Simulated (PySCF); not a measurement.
**Computed data sheet: hydrogen sulfate (`O=S(=O)([O-])O`)**

Compound: hydrogen sulfate, HO4S (charge -1).
Geometry (GFN2-xTB, Å), atoms numbered from 1 in this order:
```xyz
6
HO4S angstrom
O     -1.008   -0.647   -1.215
S     -0.413   -0.088   -0.019
O     -0.833   -0.728    1.214
O     -0.417    1.372    0.041
O      1.221   -0.399   -0.141
H      1.453    0.492    0.098
```

**GFN2-xTB geometry**

```
Rotational constants A, B, C of the GFN2-xTB geometry : 5.371, 5.015, 4.969 GHz
```

PBE0/pcSseg-1 ground state and GIAO shieldings, non-relativistic (PySCF):

```
HOMO energy                                                 : -2.12 eV
LUMO energy                                                 : 6.31 eV
HOMO–LUMO gap                                               : 8.43 eV
Lowest Hirshfeld atomic charge                              : -0.43 e on O1/O3/O4
Highest Hirshfeld atomic charge                             : +0.47 e on S2
1H chemical shifts (computed TMS as zero) by class          : 3.47 (H6) ppm
Isotropic shieldings of nuclei other than C and H, by class : 117 (O1/O3/O4), 120 (O5), 172 (S2) ppm
Mayer bond orders between heavy atoms                       : O1–S2 1.73, S2–O3 1.72, S2–O4 1.63, S2–O5 0.88
```

Monoisotopic mass of the ion (most abundant isotopes, electron mass counted): 96.9601 u.

The rotational constants are those of a nearly prolate symmetric top. With B = h/(8π²I), that is 505.379 GHz u Å² over I, the principal moments of inertia are 94.1, 100.8 and 101.7 u Å² (most abundant isotopes); the inertial defect Ic − Ia − Ib is -93.2 u Å² (zero for a rigid planar frame, negative otherwise).

Geometry: GFN2-xTB; no solvent or vibrations. NMR classes are plain means over equivalent atoms (diastereotopic ones count apart unless rotation or inversion swaps them), as if these changed places fast; in this geometry the members of some classes differ. No diffuse functions stand in pcSseg-1, which bears on an anion's orbital energies.
